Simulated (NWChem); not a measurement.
**NH3 (ammonia) at 6 levels**

Wanted: a comparison of 6 runs (HF/STO-3G, PBE0/def2-SVP, PBE0/def2-SVPD, PBE/def2-TZVPPD, SVWN5/def2-TZVPPD, MP2/pcseg-2) of NH3 (ammonia). 

The results are computed with NWChem 7.3.0.

1 further run of the same task is left out (set aside as unsound or not needed). Runs told in other sessions of the task aren't counted.

## Step 1: The molecule

NH3 has 4 atoms, charge 0, and is taken as a singlet. As SMILES, `N`. Geometry: relaxed at PBE0-D4/def2-TZVP.

Bond lengths: N1–H2 1.013 Å, N1–H3 1.013 Å, N1–H4 1.013 Å. Angles: H2–N1–H3 107.1°, H2–N1–H4 107.1°, H3–N1–H4 107.1°.

## Step 2: Energy and forces at HF/STO-3G (run 1)

Contents of calc.nw:

```
start calc
title "H3N"
memory stack 880 mb heap 220 mb global 1100 mb
charge 0
geometry units bohr noautosym nocenter noautoz
 N     -0.13211075     0.47142998     0.20962732
 H      0.92685397    -0.57035714     1.41574502
 H     -1.67709414    -0.57058391    -0.22470733
 H      0.88235092     0.66949217    -1.40066500
end
basis spherical bse
 * library STO-3G
end
scf
 thresh 1e-08
 maxiter 80
 noprint "final vectors analysis"
end
task scf gradient
```

Started as:

```console
$ nwchem calc.nw > calc.out
```

Output:

```text
[...]
  functions       =     8
[...]
  wavefunction    = RHF
[...]
         Total SCF energy =    -55.453990884788
      One-electron energy =    -99.027981961210
      Two-electron energy =     31.624452058716
 Nuclear repulsion energy =     11.949539017705
        Time for solution =      0.0s
[...]
                         RHF ENERGY GRADIENTS
    atom               coordinates                        gradient
                 x          y          z           x          y          z
   1 N      -0.132111   0.471430   0.209627    0.007110  -0.025389  -0.011293
   2 H       0.926854  -0.570357   1.415745   -0.009596   0.011847  -0.008403
   3 H      -1.677094  -0.570584  -0.224707    0.011725   0.011851   0.005030
   4 H       0.882351   0.669492  -1.400665   -0.009238   0.001691   0.014666
[...]
```

It took 0.62 s on 1 thread of Intel Xeon Platinum 8259CL at 2.50GHz (Skylake/Cascade Lake), shared host; peak memory 0.1 GiB.

## Step 3: Energy and gradient at PBE0/def2-SVP (run 2)

Contents of h3n.nw:

```
start h3n
memory stack 880 mb heap 220 mb global 1100 mb
charge 0

geometry units angstroms noautosym nocenter noautoz
   N    -0.069910    0.249470    0.110930
   H     0.490470   -0.301820    0.749180
   H    -0.887480   -0.301940   -0.118910
   H     0.466920    0.354280   -0.741200
end

basis spherical bse
   * library def2-SVP
end

dft
   xc pbe0
   grid xfine
   convergence energy 1e-08
   iterations 100
   mulliken
   print low
end

task dft gradient
```

Started as:

```console
$ nwchem h3n.nw > h3n.out
```

Output:

```text
[...]
 d= 0,ls=0.0,diis     1    -56.4174165407 -6.84D+01  1.58D-02  2.07D-01     0.7
[...]
 d= 0,ls=0.0,diis     7    -56.4405301011 -3.63D-10  2.90D-07  2.29D-11     3.7
         Total DFT energy =      -56.440530101101
      One electron energy =      -99.663251450922
           Coulomb energy =       39.241584672181
    Exchange-Corr. energy =       -7.968403199325
 Nuclear repulsion energy =       11.949539876964
[...]
      Total Density - Mulliken Population Analysis
     ---------------------------------------------
    Atom       Charge   Shell Charges
 -----------   ------   -------------------------------------------------------
    1 N    7     7.29   1.99  0.98  0.45  2.41  1.44  0.02
    2 H    1     0.90   0.72  0.13  0.05
    3 H    1     0.90   0.72  0.13  0.05
    4 H    1     0.90   0.72  0.13  0.05
[...]
                         DFT ENERGY GRADIENTS
    atom               coordinates                        gradient
                 x          y          z           x          y          z
   1 N      -0.132111   0.471430   0.209627    0.002307  -0.008245  -0.003669
   2 H       0.926854  -0.570357   1.415745   -0.002598   0.003605  -0.001859
   3 H      -1.677094  -0.570584  -0.224707    0.002801   0.003608   0.001542
   4 H       0.882351   0.669492  -1.400665   -0.002510   0.001032   0.003986
 Task  times  cpu:        4.5s     wall:        4.5s
 Total times  cpu:        4.6s     wall:        4.6s
```

Run time: 5.1 s. Hardware: 1 thread of Intel Xeon Platinum 8259CL at 2.50GHz (Skylake/Cascade Lake), shared host; peak memory 0.12 GiB.

Run 3 isn't shown in full; the table further down has it.

## Step 4: Energy and gradient at PBE/def2-TZVPPD (run 4)

Contents of run.py:

```python
from ase import Atoms
from ase.calculators.nwchem import NWChem

molecule = Atoms('NHHH', positions=[
    [-0.069910, 0.249470, 0.110930],
    [0.490470, -0.301820, 0.749180],
    [-0.887480, -0.301940, -0.118910],
    [0.466920, 0.354280, -0.741200],
])

calc = NWChem(
    label='a',
    theory='dft',
    memory='2200 mb',
    basis='def2-TZVPPD',
    basispar='spherical bse',
    dft={'xc': 'xpbe96 cpbe96', 'mult': '1', 'grid': 'xfine', 'convergence': 'energy 1e-08', 'iterations': '100', 'mulliken': None},
)
molecule.calc = calc

forces = molecule.get_forces()
e = molecule.get_potential_energy()
print(f"E = {e:.6f} eV")
print("forces (eV/A):")
for s, f in zip(molecule.symbols, forces):
    print(f"{s:2s} {f[0]:10.5f} {f[1]:10.5f} {f[2]:10.5f}")
print("dipole (e A):", molecule.get_dipole_moment().round(4))
```

Started as:

```console
$ export ASE_NWCHEM_COMMAND="nwchem PREFIX.nwi > PREFIX.nwo"
$ python run.py
```

Output:

```text
E = -1537.786241 eV
forces (eV/A):
N    -0.10881    0.38885    0.17309
H     0.19304   -0.20301    0.20636
H    -0.26955   -0.20317   -0.08510
H     0.18538    0.01733   -0.29429
dipole (e A): [ 0.0753 -0.2685 -0.1194]
```

The calculator wrote a.nwi:

```
title "a"

permanent_dir a

scratch_dir a

start a

geometry units angstrom nocenter noautosym noautoz
  N  -6.9910000000000000e-02 2.4947000000000000e-01 1.1093000000000000e-01
  H  4.9047000000000002e-01 -3.0181999999999998e-01 7.4917999999999996e-01
  H  -8.8748000000000005e-01 -3.0193999999999999e-01 -1.1891000000000000e-01
  H  4.6692000000000000e-01 3.5427999999999998e-01 -7.4119999999999997e-01
end

memory 2200 mb

basis spherical bse noprint
   * library def2-TZVPPD
end

dft
  xc xpbe96 cpbe96
  mult 1
  grid xfine
  convergence energy 1e-08
  iterations 100
  mulliken
end

task dft gradient
```

a.nwo, shortened:

```text
[...]
         Total DFT energy =      -56.512602469010
[...]
  wavefunction    = closed shell
                         DFT ENERGY GRADIENTS
    atom               coordinates                        gradient
                 x          y          z           x          y          z
   1 N      -0.132111   0.471430   0.209627    0.002116  -0.007562  -0.003366
   2 H       0.926854  -0.570357   1.415745   -0.003754   0.003948  -0.004013
   3 H      -1.677094  -0.570584  -0.224707    0.005242   0.003951   0.001655
   4 H       0.882351   0.669492  -1.400665   -0.003605  -0.000337   0.005723
[...]
```

Run time: 21 s. Hardware: 1 thread of Intel Xeon Platinum 8259CL at 2.50GHz (Skylake/Cascade Lake), shared host; peak memory 0.14 GiB.

Run 5 isn't shown in full; the table further down has it.

## Step 5: Energy and gradient at MP2/pcseg-2 (run 6)

Contents of work.xyz:

```xyz
4

N     -0.069910     0.249470     0.110930
H      0.490470    -0.301820     0.749180
H     -0.887480    -0.301940    -0.118910
H      0.466920     0.354280    -0.741200
```

Contents of work.nw:

```
start work
memory total 2200 mb
charge 0
geometry units angstroms noautosym nocenter noautoz
  load work.xyz
end
basis spherical bse
  * library pcseg-2
end
scf
  thresh 1e-08
  maxiter 80
end
mp2
  freeze core 1
  tight
end
task mp2 gradient
```

Started as:

```console
$ nwchem work.nw > work.out
```

Output:

```text
[...]
  functions       =    72
[...]
  wavefunction    = RHF
[...]
         Total SCF energy =    -56.218707789123
      One-electron energy =    -99.616614739722
      Two-electron energy =     31.448367073635
 Nuclear repulsion energy =     11.949539876964
        Time for solution =      5.4s
[...]
          Total MP2 energy           -56.451688788621
[...]
                         mp2 ENERGY GRADIENTS
    atom               coordinates                        gradient
                 x          y          z           x          y          z
   1 N      -0.132111   0.471430   0.209627   -0.000711   0.002526   0.001120
   2 H       0.926854  -0.570357   1.415745    0.001727  -0.001538   0.002129
   3 H      -1.677094  -0.570584  -0.224707   -0.002663  -0.001537  -0.000636
   4 H       0.882351   0.669492  -1.400665    0.001647   0.000550  -0.002613
[...]
```

It took 16 s on 1 thread of Intel Xeon Platinum 8259CL at 2.50GHz (Skylake/Cascade Lake), shared host; peak memory 0.15 GiB.

## Step 6: The series

```csv
run,level,iteration cap,module,energy (Eh),dipole moment (D),largest force (eV/Å),wall time
1,HF/STO-3G,80,scf,-55.453991,1.77,1.475,0.62 s
2,PBE0/def2-SVP,100,dft,-56.440530,–,0.479,5.1 s
3,PBE0/def2-SVPD,100,dft,-56.453439,1.54,0.155,7.2 s
4,PBE/def2-TZVPPD,100,dft,-56.512602,1.46,0.439,21 s
5,SVWN5/def2-TZVPPD,100,dft,-56.105415,1.51,0.422,13 s
6,MP2/pcseg-2,80,mp2,-56.451689,1.63,0.162,16 s
```

## Step 7: Outcome

| quantity | value |
| --- | --- |
| run 6: total energy | -56.45169 Eh |
| run 6: dipole moment (of the density that the program reports) | 1.63 D |
| run 6: HOMO energy (Hartree–Fock orbitals) | -11.64 eV |
| run 6: LUMO energy (Hartree–Fock orbitals) | 2.67 eV |
| run 6: HOMO–LUMO gap (Hartree–Fock orbitals) | 14.30 eV |
| run 6: correlation energy (1 core orbital frozen) | -233.0 mEh |
| run 6: largest force on an atom | 0.162 eV/Å |

**Reading.** Over runs 1, 3, 4, 5, 6 the dipole moment (its size) runs from 1.46 D (PBE/def2-TZVPPD) to 1.77 D (HF/STO-3G). The two ends differ in method and basis. Totals of different functionals can't be ranked against each other. In run 1 the basis is minimal, so the values are rough. All runs together took 63 s, the longest 21 s.
